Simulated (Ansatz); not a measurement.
Geometry optimisation, Ansatz, RKS PBE-D4/def2-SVP.

input.yaml

```yaml
crystal:
  periodic: [false, false, false]
  atoms:
    - { symbol: C, position_ang: [-0.2898, 0.9028, -0.778] }
    - { symbol: C, position_ang: [0.3278, -0.0246, 0.0322] }
    - { symbol: "N", position_ang: [1.42, -0.3562, 0.4952] }
    - { symbol: C, position_ang: [0.1938, -1.1131, 0.863] }
    - { symbol: H, position_ang: [-1.224, 0.4937, -1.2609] }
    - { symbol: H, position_ang: [-0.6434, 1.8147, -0.1772] }
    - { symbol: H, position_ang: [0.3622, 1.3014, -1.5709] }
    - { symbol: H, position_ang: [0.1227, -2.1023, 0.4457] }
    - { symbol: H, position_ang: [-0.1808, -0.9627, 1.9337] }
basis:
  gaussian: { orbitals: def2-SVP }
hamiltonian:
  xc: pbe
  dispersion: d4
relax:
  f_tol: 0.02
  max_steps: 50
output:
  orbitals: {}
```

Command:

```bash
$ ansatz run input.yaml --threads 1 --pin off --max-ram 2048MiB --backend cpu --events-out ev --progress --plain --runs-dir out
```

Question: Where does it end, and by what steps?

Answer: It converged. After 7 steps the energy has fallen by 0.514 eV; H5 moved furthest, 0.32 Å.

```json
{"step": "0", "energy less start (eV)": "0.0000", "largest force component (eV/Å)": "3.582", "accepted": "yes"}
{"step": "1", "energy less start (eV)": "-0.4218", "largest force component (eV/Å)": "1.283", "accepted": "yes"}
{"step": "2", "energy less start (eV)": "-0.4926", "largest force component (eV/Å)": "0.277", "accepted": "yes"}
{"step": "3", "energy less start (eV)": "-0.5068", "largest force component (eV/Å)": "0.257", "accepted": "yes"}
{"step": "4", "energy less start (eV)": "-0.5132", "largest force component (eV/Å)": "0.100", "accepted": "yes"}
{"step": "5", "energy less start (eV)": "-0.5140", "largest force component (eV/Å)": "0.047", "accepted": "yes"}
{"step": "6", "energy less start (eV)": "-0.5143", "largest force component (eV/Å)": "0.025", "accepted": "yes"}
{"step": "7", "energy less start (eV)": "-0.5143", "largest force component (eV/Å)": "0.016", "accepted": "yes"}
```

```xyz
9
Properties=species:S:1:pos:R:3
C -0.327 0.989 -0.831
C 0.309 -0.049 0.004
N 1.450 -0.521 0.294
C 0.202 -1.140 0.964
H -1.051 0.524 -1.532
H -0.907 1.689 -0.194
H 0.431 1.556 -1.406
H -0.084 -2.158 0.639
H 0.066 -0.936 2.044
```

Whether the end is a true minimum wasn't checked by a vibrational analysis.

Time of the run: 21 s on 1 thread of Intel(R) Xeon(R) Processor @ 2.70GHz, on a shared host, peak memory 0.15 GiB.
